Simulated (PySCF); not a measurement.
# NOF (nitrosyl fluoride) at BLYP/def2-TZVPP

Aim: the vertical ionisation energy of NOF (nitrosyl fluoride) at BLYP/def2-TZVPP, from 2 runs. 

The results are computed with PySCF 2.14.0.

1 further run of the same task is left out (set aside as unsound or not needed).

## Step 1: Starting point

NOF: 3 atoms, total charge 0, spin state singlet. SMILES: `O=NF`. The shape is that of a PBE0-D4/def2-TZVP optimisation.

Bond lengths: O1–N2 1.127 Å, N2–F3 1.483 Å. Angles: O1–N2–F3 110.4°.

## Step 2: A single-point energy at BLYP/def2-TZVPP

Contents of start.xyz:

```xyz
3

O      0.868350     0.242970     0.504740
N      0.148930    -0.482540     0.029910
F     -1.017290     0.239580    -0.534650
```

Contents of calc.py:

```python
from pyscf import gto, dft

mol = gto.M(
    atom='start.xyz',
    basis='def2-tzvpp',
    verbose=3,
    max_memory=1860,
)

myscf = dft.RKS(mol)
myscf.xc = 'blyp'
myscf.conv_tol = 1e-10
myscf.grids.level = 5
myscf.kernel()
if not myscf.converged:
    myscf = myscf.newton().run(myscf.mo_coeff, myscf.mo_occ)

etot = myscf.e_tot
print('E(%s) = %.9f' % ('BLYP', etot))
```

Command:

```
OMP_NUM_THREADS=1 python calc.py
```

Standard output:

```text
converged SCF energy = -229.813118546627
E(BLYP) = -229.813118547
```

Run time: 8.1 s. Hardware: 1 thread of Arm Neoverse V2, shared host; peak memory 0.44 GiB.

## Step 3: The doublet cation, same level

Contents of job.py:

```python
from pyscf import gto, dft

system = gto.Mole()
system.atom = '''
O    0.868350   0.242970   0.504740
N    0.148930  -0.482540   0.029910
F   -1.017290   0.239580  -0.534650
'''
system.verbose = 3
system.basis = 'def2-tzvpp'
system.charge = 1
system.max_memory = 1860
system.spin = 1
system.build()

mf = dft.UKS(system)
mf.xc = 'blyp'
mf.grids.level = 5
mf.conv_tol = 1e-10
mf.kernel()
if not mf.converged:
    mf = mf.newton().run(mf.mo_coeff, mf.mo_occ)

energy = mf.e_tot
print('Final energy', energy)
```

Command:

```
OMP_NUM_THREADS=1 python job.py
```

Standard output:

```text
WARN: HOMO -0.306285016160231 >= LUMO -0.306285016160235

converged SCF energy = -229.343221996191  <S^2> = 0.75504904  2S+1 = 2.0050427
Final energy -229.3432219961914
```

Run time: 16 s. Hardware: 1 thread of Arm Neoverse V2, shared host; peak memory 0.46 GiB.

## Step 4: Outcome

Level: BLYP/def2-TZVPP.

| quantity | value |
| --- | --- |
| singlet NOF: total energy | -229.81312 Eh |
| singlet NOF: dipole moment | 1.27 D |
| singlet NOF: HOMO energy | -8.06 eV |
| singlet NOF: LUMO energy | -4.41 eV |
| singlet NOF: HOMO–LUMO gap | 3.65 eV |
| doublet cation: total energy | -229.34322 Eh |
| doublet cation: HOMO energy (highest over α and β) | -18.98 eV |
| doublet cation: LUMO energy (lowest over α and β) | -17.57 eV |
| doublet cation: ⟨S²⟩ | 0.755 |
| vertical ionisation energy (to the doublet cation) | 12.787 eV |

What this shows: Removing an electron at fixed nuclei costs 12.79 eV (295 kcal/mol). −ε(HOMO) before ionisation, 8.06 eV, is 4.72 eV below this ionisation energy.
